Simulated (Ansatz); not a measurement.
**SiH₇NO (built from SMILES N[SiH3].O): a reaction path by the nudged elastic band**

Method: PBE0-D4/def2-SVP; program: Ansatz 0.2.0, Gaussian basis.

### 1 The starting structure

The first end: 10 atoms, charge 0, spin multiplicity 1.

Atoms are counted from 1 here; the program's logs count them from 0.

Bond lengths: Si1–H2 1.486 Å, Si1–H3 1.489 Å, Si1–H4 1.486 Å, Si1–N5 1.728 Å, N5–H8 1.008 Å, N5–H9 1.008 Å, H6–O7 0.960 Å, O7–H10 0.960 Å. Angles: H2–Si1–H3 108.8°, H2–Si1–H4 111.5°, H2–Si1–N5 106.3°, H3–Si1–H4 108.8°, H3–Si1–N5 115.2°, H4–Si1–N5 106.3°, Si1–N5–H8 119.1°, Si1–N5–H9 119.1°, H8–N5–H9 110.2°, H6–O7–H10 105.1°.

Coordinates:

```
Si   -0.2307   -0.1851    0.3955
H     1.1151   -0.7256    0.0721
H    -1.2261   -0.7929   -0.5299
H    -0.2747    1.2921    0.2441
N    -0.4913   -0.5078    2.0730
H     1.4733    0.2664   -2.4509
O     0.5798    0.6177   -2.4556
H    -1.2787   -0.0828    2.5369
H    -0.3467   -1.4427    2.4205
H     0.6801    1.5607   -2.3058
```

The second end:

```xyz
10

Si   -0.9013    0.4299   -0.1494
H     1.9920   -2.1026   -0.8937
H    -1.5727   -0.7244   -0.7854
H    -1.8186    1.5797    0.0697
N    -0.3454    0.0146    1.4075
H     1.7004   -1.4492   -1.1109
O     0.2608    0.8187   -1.2562
H    -0.3557    0.6652    2.1731
H     0.2149   -0.7982    1.5994
H     0.8256    1.5662   -1.0541
```

### 2 The band at PBE0-D4/def2-SVP

The input, neb/in.yaml:

```yaml
crystal:
  periodic: [false, false, false]
  atoms:
    - {symbol: Si, position_ang: [-0.230697, -0.185112, 0.395502]}
    - {symbol: H, position_ang: [1.115079, -0.725614, 0.072057]}
    - {symbol: H, position_ang: [-1.226075, -0.792933, -0.529879]}
    - {symbol: H, position_ang: [-0.274706, 1.292128, 0.244130]}
    - {symbol: N, position_ang: [-0.491297, -0.507773, 2.072999]}
    - {symbol: H, position_ang: [1.473300, 0.266361, -2.450870]}
    - {symbol: O, position_ang: [0.579761, 0.617667, -2.455626]}
    - {symbol: H, position_ang: [-1.278709, -0.082832, 2.536911]}
    - {symbol: H, position_ang: [-0.346665, -1.442703, 2.420548]}
    - {symbol: H, position_ang: [0.680108, 1.560714, -2.305773]}
basis:
  gaussian: {orbitals: def2-SVP}
hamiltonian: {xc: pbe0, dispersion: d4}
neb:
  images: 5
  climbing: true
  max_iterations: 40
  initial_path: idpp
  final_atoms:
    - {symbol: Si, position_ang: [-0.901289, 0.429855, -0.149359]}
    - {symbol: H, position_ang: [1.992045, -2.102599, -0.893743]}
    - {symbol: H, position_ang: [-1.572682, -0.724362, -0.785416]}
    - {symbol: H, position_ang: [-1.818579, 1.579690, 0.069730]}
    - {symbol: N, position_ang: [-0.345353, 0.014619, 1.407496]}
    - {symbol: H, position_ang: [1.700385, -1.449200, -1.110872]}
    - {symbol: O, position_ang: [0.260803, 0.818741, -1.256208]}
    - {symbol: H, position_ang: [-0.355736, 0.665222, 2.173085]}
    - {symbol: H, position_ang: [0.214873, -0.798230, 1.599424]}
    - {symbol: H, position_ang: [0.825633, 1.566165, -1.054134]}
```

Launch:

```console
$ ansatz run in.yaml --threads 2 --pin off --events-out ev --progress --plain --max-ram 4352MiB
```

**Question.** How long does this run take on 2 threads of Arm Neoverse V2, shared host?

About 3 min.
